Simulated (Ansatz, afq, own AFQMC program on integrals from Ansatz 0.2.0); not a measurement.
Where AFQMC and coupled cluster stand for CO, triplet

```xyz
2

O     0.0000    0.0000    0.0000
C     0.0000    0.0000    1.1955
```

Basis 6-31G. Only valence electrons are correlated. AFQMC by an in-house program on the Cholesky factors that Ansatz 0.2.0 writes for its CCSD(T) run. The CISD trial takes its coefficients from CCSD amplitudes. Released means that phaseless walkers are propagated on without the constraint, phases kept. Error bars are statistical, one sigma.

Determinant: UHF, the one that the program's search chose, which needn't be the lowest solution. The geometry is a PBE0/def2-TZVP stationary point of this or a neighbouring charge and spin state.

Full CI on the same integrals is exact in this basis and with this determinant's frozen core.

Cautions: lower spins were not checked; strong correlation (T1 0.061, weight of the determinant 0.84, largest double 0.13); unrestricted determinant spin contaminated (⟨S²⟩ 2.28 against 2.00).

- T1 diagnostic: 0.0612
- weight of the determinant in the CISD state: 0.843
- ⟨S²⟩ of the determinant: 2.282
- size of the correlated space: 10 electrons in 16 orbitals

Reference: full CI, correlation energy -5.084 eV. The released energy is read at 2.40 1/Eh (meV from the phaseless value at times in 1/Eh: -17 ± 5 at 0.24, -29 ± 5 at 0.51, -42 ± 4 at 0.99, -30 ± 7 at 1.62, -39 ± 9 at 2.40).

| level | E − E(reference) (kJ/mol) | share of correlation (%) |
| --- | --- | --- |
| HF | 490.5 | 0.00 |
| MP2 | 83.1 | 83.05 |
| CCSD | 17.7 | 96.39 |
| CCSD(T) | 5.9 | 98.80 |
| ph-AFQMC/HF | -8.7 ± 2.4 | 101.78 |
| ph-AFQMC/CISD | 3.9 ± 0.5 | 99.21 |
| released AFQMC | 0.1 ± 0.8 | 99.98 |

Released energies are given only where the last usable release times agree within the noise; a slower fall can still hide under it.
